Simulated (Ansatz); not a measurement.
**The cluster Si₄: geometry, orbitals and charge**

Aim: characterise the cluster Si₄ as a singlet: its structure, frontier levels and distribution of charge.

Computed with Ansatz 0.2.0, Gaussian basis. Level: RKS PBE0-D4/def2-TZVP.

Levels to be run: relaxation at r2SCAN-D4/def2-TZVP; a search for the lowest solution at PBE0-D4/def2-SVP; a single point at PBE0-D4/def2-TZVP.

1 further run of the same task is left out (set aside as unsound or not needed).

## (1) Where the work starts

4 atoms, charge 0, spin multiplicity 1.

Atoms are counted from 1 here; the program's logs count them from 0.

Bond lengths: Si1–Si2 2.058 Å, Si1–Si4 1.512 Å, Si2–Si3 1.654 Å. Angles: Si2–Si1–Si4 139.8°, Si1–Si2–Si3 138.2°.

Coordinates:

```xyz
4
charge 0, multiplicity 1
Si    0.7345    0.8893   -0.1965
Si   -0.9655    0.0412    0.5960
Si   -1.6926   -1.4429    0.6514
Si    1.9236    0.5124   -1.0509
```

The start is a GFN1-xTB geometry.

## (2) Relaxation at r2SCAN-D4/def2-TZVP

in.yaml reads:

```yaml
crystal:
  periodic: [false, false, false]
  atoms:
    - {symbol: Si, position_ang: [0.734450, 0.889340, -0.196530]}
    - {symbol: Si, position_ang: [-0.965510, 0.041200, 0.595990]}
    - {symbol: Si, position_ang: [-1.692560, -1.442930, 0.651450]}
    - {symbol: Si, position_ang: [1.923620, 0.512390, -1.050910]}
basis:
  gaussian: {orbitals: def2-TZVP}
hamiltonian: {xc: r2scan, dispersion: d4}
scf: {lower_state_search: "off"}
output: {orbitals: {seedname: orbitals}}
relax: {f_tol: 0.02, max_steps: 100}
```

Run with:

```sh
> ansatz run in.yaml --threads 2 --pin off --events-out ev --progress --plain --max-ram 4352MiB
```

Further steps of the session: Searching for the lowest solution, PBE0-D4/def2-SVP; Single point, PBE0-D4/def2-TZVP.

Before running them: what should the planned runs give, taken together? Wanted: point group; commonest bond; HOMO, LUMO at PBE0-D4/def2-TZVP; dipole at r2SCAN-D4/def2-TZVP.

**Answer**, as computed:

| quantity | value |
| --- | --- |
| point group | D2h |
| commonest bond | Si–Si, 5 of mean length 2.328 Å |
| HOMO, LUMO at PBE0-D4/def2-TZVP | -6.40, -3.73 eV |
| dipole at r2SCAN-D4/def2-TZVP | 0.02 D |

What this shows: The relaxation broke 0 and made 2 bonds, so the end is another structure than the start. No usable vibrations, so a minimum isn't proven. The HOMO lies nearest to Si1, Si3 about 39 % each; Si2, Si4 about 11 % each and the LUMO to Si1, Si3 about 44 % each; Si2, Si4 about 6 % each. Whether this spin is the lowest isn't tested here.
